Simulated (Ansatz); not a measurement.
Input file:

```yaml
crystal:
  periodic: [false, false, false]
  atoms:
    - {symbol: Ga, position_ang: [0.000000, 0.016148, 0.378202]}
    - {symbol: Be, position_ang: [0.000000, -0.251429, -2.697180]}
    - {symbol: H, position_ang: [0.000000, 1.131051, -2.045645]}
basis:
  gaussian: {orbitals: def2-mTZVP}
magnetization: {spin_polarized: false}
correlation: {method: ccsd, electrons: outside_noble_gas}
scf: {lower_state_search: full}
```

```sh
$ ansatz run in.yaml --threads 1 --pin off --events-out ev --progress --plain --max-ram 2393MiB
```

The program prints:

```
512 factors; integrals over basis functions are off by at most 4.9e-4 eV
mean field evaluation 1: about -52743.6099 eV, gradient 9.1e0 eV
mean field evaluation 2: about -52743.7778 eV, gradient 9.3e0 eV
mean field evaluation 4: about -52744.7362 eV, gradient 2.1e0 eV
mean field evaluation 8: about -52744.7930 eV, gradient 4.7e-1 eV
mean field evaluation 16: about -52744.8060 eV, gradient 4.9e-5 eV
mean field evaluation 32: about -52731.5449 eV, gradient 1.2e1 eV
mean field evaluation 64: about -52740.5567 eV, gradient 1.2e1 eV
mean field evaluation 96: about -52731.5449 eV, gradient 1.2e1 eV
mean field evaluation 128: about -52743.3904 eV, gradient 1.1e1 eV
mean field evaluation 160: about -52729.4492 eV, gradient 1.7e1 eV
mean field evaluation 192: about -52741.6107 eV, gradient 1.5e-4 eV
mean field evaluation 224: about -52741.9395 eV, gradient 4.5e0 eV
mean field evaluation 256: about -52719.7398 eV, gradient 4.5e1 eV
mean field evaluation 288: about -52744.8060 eV, gradient 9.1e-3 eV
mean field evaluation 320: about -52738.6687 eV, gradient 1.4e-3 eV
mean field -52744.80600417 eV, -1938.3358689396 hartree, gradient 3.8e-6 eV, S^2 0.000000; 6 other end points of the search recorded, 0 dependent functions left out; unrestricted orbitals would lower it
determinant -52744.80600417 eV, -1938.3358689396 hartree, with singles and doubles -52747.85795283 eV, -1938.4480259841 hartree
determinant -52742.07579159 eV, -1938.2355354779 hartree, with singles and doubles -52745.17301715 eV, -1938.3493564178 hartree
determinant -52741.61069431 eV, -1938.2184434680 hartree, with singles and doubles -52744.99342400 eV, -1938.3427564914 hartree
15 core orbitals not correlated: weight in the atoms' cores, before any rotation towards them, 1.000 or more for the frozen orbitals, at most 0.000 for the correlated occupied ones
reference -52744.80600417 eV, -1938.3358689396 hartree; 3, 3 occupied and 32, 32 virtual orbitals, 512 factors
second order -2.06141416 eV of doubles, -0.00000000 eV of singles
cycle   1  -3.02548309 eV  change   -2.7e-2 eV  update   2.9e-2
cycle   2  -3.03026557 eV  change   -4.8e-3 eV  update   9.4e-3
cycle   3  -3.03194648 eV  change   -1.7e-3 eV  update   4.5e-3
cycle   4  -3.03456157 eV  change   -2.6e-3 eV  update   2.5e-3
cycle   5  -3.03561984 eV  change   -1.1e-3 eV  update   1.7e-3
cycle   6  -3.03658498 eV  change   -9.7e-4 eV  update   1.0e-3
cycle   7  -3.03681095 eV  change   -2.3e-4 eV  update   5.4e-4
cycle   8  -3.03678168 eV  change    2.9e-5 eV  update   3.2e-4
cycle   9  -3.03663588 eV  change    1.5e-4 eV  update   1.6e-4
cycle  10  -3.03659451 eV  change    4.1e-5 eV  update   5.9e-5
cycle  11  -3.03659719 eV  change   -2.7e-6 eV  update   2.0e-5
cycle  12  -3.03659830 eV  change   -1.1e-6 eV  update   8.6e-6
cycle  13  -3.03660162 eV  change   -3.3e-6 eV  update   4.2e-6
Total energy: -52747.84260579 eV, -1938.4474619909 hartree
```

Ran on 1 thread of Arm Neoverse V2, shared host: 1.9 s wall, 0.09 GiB peak host memory.
